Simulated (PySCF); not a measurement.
[AlH4]-: fields on a plane

All numbers come from PBE0 in PySCF with Al def2-TZVPD, H def2-TZVPD; no relativity; density-fitted integrals.

The singlet minimum has Al–H 1.646 Å (×4); H–Al–H 109.5° (×6).

The plane holds Al1 at (0.00, 0.00), H2 at (1.65, 0.00), H3 at (-0.55, 1.55) Å. Columns run from x = -2.55 to 4.05 Å, rows from y = 3.75 (top) to -1.95 Å, in steps of 0.3 Å. Other isomers or separated fragments may lie lower.

**Question.** Give the electron localisation function (set to 0 where the density is under 0.005 e/Å³). Every second row and column.

**Answer.** 
```
0.00 0.00 0.00 0.00 0.00 0.00 0.00 0.00 0.00 0.00 0.00 0.00
0.00 0.00 0.72 0.93 0.89 0.00 0.00 0.00 0.00 0.00 0.00 0.00
0.00 0.81 1.00 1.00 1.00 0.92 0.12 0.00 0.00 0.00 0.00 0.00
0.00 0.96 1.00 1.00 1.00 0.95 0.13 0.05 0.00 0.00 0.00 0.00
0.00 0.88 1.00 1.00 1.00 0.79 0.19 0.60 0.86 0.60 0.00 0.00
0.00 0.23 0.80 0.87 0.10 0.08 0.83 1.00 1.00 0.98 0.00 0.00
0.00 0.04 0.11 0.03 0.77 0.63 0.98 1.00 1.00 1.00 0.00 0.00
0.00 0.05 0.16 0.06 0.67 0.12 0.96 1.00 1.00 0.99 0.00 0.00
0.00 0.05 0.16 0.28 0.16 0.10 0.64 0.98 0.99 0.92 0.00 0.00
0.00 0.03 0.08 0.15 0.14 0.07 0.08 0.35 0.56 0.00 0.00 0.00
```

**Question.** Give the electron density (e/Å³) (cut at 5 e/Å³). Every second row and column.

**Answer.** 
```
0.00 0.00 0.00 0.00 0.00 0.00 0.00 0.00 0.00 0.00 0.00 0.00
0.00 0.00 0.01 0.01 0.01 0.00 0.00 0.00 0.00 0.00 0.00 0.00
0.00 0.01 0.03 0.06 0.05 0.02 0.01 0.00 0.00 0.00 0.00 0.00
0.00 0.02 0.09 0.46 0.33 0.07 0.02 0.01 0.00 0.00 0.00 0.00
0.00 0.02 0.15 1.06 0.72 0.15 0.05 0.03 0.02 0.01 0.00 0.00
0.00 0.02 0.10 0.34 0.47 0.22 0.20 0.20 0.08 0.02 0.00 0.00
0.00 0.01 0.06 0.26 5.00 3.19 0.57 1.58 0.23 0.03 0.00 0.00
0.00 0.01 0.06 0.19 3.18 0.67 0.38 0.56 0.15 0.02 0.00 0.00
0.00 0.01 0.04 0.12 0.14 0.09 0.09 0.08 0.03 0.01 0.00 0.00
0.00 0.01 0.02 0.04 0.04 0.02 0.02 0.01 0.01 0.00 0.00 0.00
```

The lowest empty level of this anion is unbound, so it and the gap depend on the basis.
